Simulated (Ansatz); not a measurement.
## GeH⁺, quintet: reading a ladder of total energies

Geometry: that of the GeH, quartet, kept fixed. The triplet lies 6.7 eV lower here.

```xyz
2

Ge    0.0000    0.0000    0.0000
H     0.0000    0.0000    1.5719
```

Basis cc-pVTZ; Ansatz 0.2.0. Only valence electrons are correlated (noble-gas cores and the filled d shells of p-block atoms frozen), which leaves 4 electrons in 43 orbitals. Prefix R: restricted or restricted open-shell reference. No spin–orbit coupling is included, and no scalar relativity.

Full CI is exact within this basis and frozen core; it isn't the basis-set limit.

Runs differ by some tens of microhartree through their thresholds and, for an open shell, their frozen cores, so steps under 0.03 kcal/mol mean nothing.

```tsv
level	total energy (hartree)
RHF	-2075.401043
RMP2	-2075.416182
RCCSD	-2075.422063
RCCSD(T)	-2075.422302
RCCSDT	-2075.422383
RCCSDT(Q)	-2075.422385
full CI	-2075.422360
```

Q: What is the correlation energy at full CI, and what share of it do RMP2 and RCCSD recover?

A: E(corr) = -2075.422360 − (-2075.401043) = -0.021317 hartree = -0.580 eV. RMP2: -0.015139 / -0.021317 = 71.02 %. RCCSD: -0.021020 / -0.021317 = 98.61 %.

Q: By how many kcal/mol does RCCSD(T) miss full CI (1 hartree = 627.509 kcal/mol), and which steps make up the rest?

A: -2075.422302 − (-2075.422360) = 0.000058 hartree = 0.04 kcal/mol. Steps: RCCSDT − RCCSD(T) = -0.05, RCCSDT(Q) − RCCSDT = 0.00, full CI − RCCSDT(Q) = 0.02 kcal/mol. That is within 1 kcal/mol of the reference in this basis, which itself misses far more of the correlation at the basis-set limit.
